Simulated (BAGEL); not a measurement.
**C3HN (cyanoacetylene) at 4 levels**

Wanted: a comparison of 4 runs (B3LYP/6-31G*, B3LYP/def2-SVPD, PBE0/def2-SVPD, RI-MP2/def2-SVPD) of C3HN (cyanoacetylene). 

The results are computed with BAGEL 1.2.2.

2 further runs of the same task are left out: 2 set aside as unsound or not needed. Runs told in other sessions of the task aren't counted.

### 1 The molecule

C3HN has 5 atoms, charge 0, and is taken as a singlet. As SMILES, `C#CC#N`. The shape is that of a PBE0-D4/def2-TZVP optimisation.

Bond lengths: C1–C2 1.201 Å, C2–C3 1.369 Å, C3–N4 1.154 Å, C1–H5 1.066 Å. Angles: C1–C2–C3 180.0°, C2–C3–N4 180.0°, C2–C1–H5 179.9°.

### 2 The energy at B3LYP/6-31G(d) (density fitting with qzvpp-jkfit, spherical functions) (run 1)

dft.json

```json
{ "bagel" : [

{
  "title" : "molecule",
  "basis" : "6-31gs.json",
  "df_basis" : "qzvpp-jkfit",
  "angstrom" : true,
  "geometry" : [
    { "atom" : "C", "xyz" : [      -0.137800,       1.253000,       0.148800 ] },
    { "atom" : "C", "xyz" : [      -0.000300,       0.068900,       0.002100 ] },
    { "atom" : "C", "xyz" : [       0.157500,      -1.280600,      -0.165000 ] },
    { "atom" : "N", "xyz" : [       0.291100,      -2.418400,      -0.305600 ] },
    { "atom" : "H", "xyz" : [      -0.260600,       2.303500,       0.278300 ] }
  ]
},

{
  "title" : "ks",
  "xc_func" : "b3lyp"
},

{
  "title" : "print",
  "file" : "orbitals.molden",
  "orbitals" : true
}

]}
```

The basis set 6-31G* is read from a file made from the Basis Set Exchange's data (not shown).

The run is started by

```bash
$ BAGEL_NUM_THREADS=1 BAGEL dft.json > dft.out
```

Log:

```text
* using 1 threads per process

  ===============================================================
  ===============================================================

  *** Geometry ***

  { "atom" : "C", "xyz" : [     -0.260404,      2.367827,      0.281191 ] },
  { "atom" : "C", "xyz" : [     -0.000567,      0.130202,      0.003968 ] },
  { "atom" : "C", "xyz" : [      0.297632,     -2.419983,     -0.311805 ] },
  { "atom" : "N", "xyz" : [      0.550099,     -4.570114,     -0.577500 ] },
  { "atom" : "H", "xyz" : [     -0.492463,      4.352984,      0.525911 ] },

  Number of auxiliary basis functions:      320

  Since a DF basis is specified, we compute 2- and 3-index integrals:
    o Being stored without compression. Storage requirement is 0.009 GB

  Number of basis functions:       58
  Number of electrons      :       26

    * METHOD: MOLECULE                             0.14

  *** Kohn-Sham DFT ***

    * Removing 7544 points whose weight is below 1.00e-10
    * Grid points: 66986

  === Nuclear Repulsion ===
    77.2500150810

       - DIIS with orbital gradients will be used.

  === KS iteration (b3lyp / 6-31gs.json) ===
      0       -148.28826342          0.16802014           0.22
      1       -119.69666375          0.16992876           0.17
      2       -133.00744314          0.18168982           0.16
[... 17 lines of this table left out ...]
     20       -169.56727932          0.00000000           0.15
    * SCF iteration converged.

    * Permanent dipole moment:
           (    0.173006,    -1.477544,    -0.182566) a.u.

    * METHOD: KS                                   4.08

    * METHOD: PRINT                                0.01

  ===============================================================
```

Run time: 4.8 s. Hardware: 1 thread of Intel Xeon Platinum 8259CL at 2.50GHz (Skylake/Cascade Lake), shared host; peak memory 0.21 GiB.

### 3 A single-point energy at B3LYP/def2-SVPD (density fitting with qzvpp-jkfit) (run 2)

calc.json

```json
{ "bagel" : [

{
  "title" : "molecule",
  "basis" : "def2-svpd.json",
  "df_basis" : "qzvpp-jkfit",
  "angstrom" : "true",
  "geometry" : [
    { "atom" : "C", "xyz" : [      -0.137800,       1.253000,       0.148800 ] },
    { "atom" : "C", "xyz" : [      -0.000300,       0.068900,       0.002100 ] },
    { "atom" : "C", "xyz" : [       0.157500,      -1.280600,      -0.165000 ] },
    { "atom" : "N", "xyz" : [       0.291100,      -2.418400,      -0.305600 ] },
    { "atom" : "H", "xyz" : [      -0.260600,       2.303500,       0.278300 ] }
  ]
},

{ "title" : "ks", "xc_func" : "b3lyp" },

{ "title" : "print", "file" : "orbitals.molden", "orbitals" : "true" }

]}
```

The basis set def2-SVPD is read from a file made from the Basis Set Exchange's data (not shown).

The run is started by

```bash
$ BAGEL_NUM_THREADS=1 BAGEL calc.json > calc.out
```

Log:

```text
* using 1 threads per process

  ===============================================================
  ===============================================================

  *** Geometry ***

  { "atom" : "C", "xyz" : [     -0.260404,      2.367827,      0.281191 ] },
  { "atom" : "C", "xyz" : [     -0.000567,      0.130202,      0.003968 ] },
  { "atom" : "C", "xyz" : [      0.297632,     -2.419983,     -0.311805 ] },
  { "atom" : "N", "xyz" : [      0.550099,     -4.570114,     -0.577500 ] },
  { "atom" : "H", "xyz" : [     -0.492463,      4.352984,      0.525911 ] },

  Number of auxiliary basis functions:      320

  Since a DF basis is specified, we compute 2- and 3-index integrals:
    o Being stored without compression. Storage requirement is 0.020 GB

  Number of basis functions:       88
  Number of electrons      :       26

    * METHOD: MOLECULE                             0.22

  *** Kohn-Sham DFT ***

    * Removing 7544 points whose weight is below 1.00e-10
    * Grid points: 66986

  === Nuclear Repulsion ===
    77.2500150810

       - DIIS with orbital gradients will be used.

  === KS iteration (b3lyp / def2-svpd.json) ===
      0       -147.29520546          0.12616980           0.34
      1       -122.28877502          0.14816409           0.45
      2       -133.14217501          0.14436994           0.30
[... 15 lines of this table left out ...]
     18       -169.45431328          0.00000000           0.39
    * SCF iteration converged.

    * Permanent dipole moment:
           (    0.176204,    -1.505446,    -0.186039) a.u.

    * METHOD: KS                                   7.69

    * METHOD: PRINT                                0.03

  ===============================================================
```

Run time: 8.4 s. Hardware: 1 thread of Intel Xeon Platinum 8259CL at 2.50GHz (Skylake/Cascade Lake), shared host; peak memory 0.29 GiB.

Run 3 isn't shown in full; the table further down has it.

### 4 A single-point energy at RI-MP2/def2-SVPD (density fitting with qzvpp-jkfit) (run 4)

input.json

```json
{ "bagel" : [

{
  "title" : "molecule",
  "basis" : "def2-svpd.json",
  "df_basis" : "qzvpp-jkfit",
  "angstrom" : "true",
  "geometry" : [
    { "atom" : "C", "xyz" : [      -0.137800,       1.253000,       0.148800 ] },
    { "atom" : "C", "xyz" : [      -0.000300,       0.068900,       0.002100 ] },
    { "atom" : "C", "xyz" : [       0.157500,      -1.280600,      -0.165000 ] },
    { "atom" : "N", "xyz" : [       0.291100,      -2.418400,      -0.305600 ] },
    { "atom" : "H", "xyz" : [      -0.260600,       2.303500,       0.278300 ] }
  ]
},

{ "title" : "hf" },

{ "title" : "mp2", "ncore" : 4 }

]}
```

The basis set def2-SVPD is read from a file made from the Basis Set Exchange's data (not shown).

The run is started by

```bash
$ BAGEL_NUM_THREADS=1 BAGEL input.json > input.out
```

Log:

```text
* using 1 threads per process

  ===============================================================
  ===============================================================

  *** Geometry ***

[... 29 lines left out ...]
    * SCF iteration converged.
[... 1 line left out ...]
    * Permanent dipole moment:
[... 2 lines left out ...]
    * METHOD: HF                                   0.89

  *** RHF ***

  === Nuclear Repulsion ===
    77.2500150810

      * DIIS with orbital gradients will be used.

  === RHF iteration (def2-svpd.json) ===
      0       -168.41933722          0.00000001           0.03
    * SCF iteration converged.

    * Permanent dipole moment:
           (    0.188941,    -1.614540,    -0.199523) a.u.

  === DF-MP2 calculation ===

    * freezing 4 orbitals
    * 3-index integral transformation done
    * assembly done

      MP2 correlation energy:   -0.5474089845      0.03

      MP2 total energy:       -168.9667462040

    * METHOD: MP2                                  0.11

  ===============================================================
```

It took 1.6 s on 1 thread of Intel Xeon Platinum 8259CL at 2.50GHz (Skylake/Cascade Lake), shared host; peak memory 0.096 GiB.

### 5 All runs side by side

```tsv
run	level	frozen core orbitals	energy (Eh)	dipole moment (D)	HOMO energy (eV)	LUMO energy (eV)	wall time
1	B3LYP/6-31G* (density fitting with qzvpp-jkfit, spherical functions)	–	-169.567279	3.81	-8.44	-1.40	4.8 s
2	B3LYP/def2-SVPD (density fitting with qzvpp-jkfit)	–	-169.454313	3.88	-8.83	-1.85	8.4 s
3	PBE0/def2-SVPD (density fitting with qzvpp-jkfit)	–	-169.243115	3.88	-9.08	-1.63	7.2 s
4	RI-MP2/def2-SVPD (density fitting with qzvpp-jkfit)	4	-168.966746	–	–	–	1.6 s
```

### 6 Results

```
                                          quantity          value
                               run 4: total energy  -168.96675 Eh
run 4: correlation energy (4 core orbitals frozen)     -547.4 mEh
```

**Reading.** Over runs 1, 2, 3 the dipole moment (its size) runs from 3.81 D (B3LYP/6-31G*) to 3.88 D (B3LYP/def2-SVPD). Over runs 1, 2, 3 the HOMO–LUMO gap runs from 6.97 eV (B3LYP/def2-SVPD) to 7.45 eV (PBE0/def2-SVPD). Totals of different functionals can't be ranked against each other. All runs together took 22 s, the longest 8.4 s.
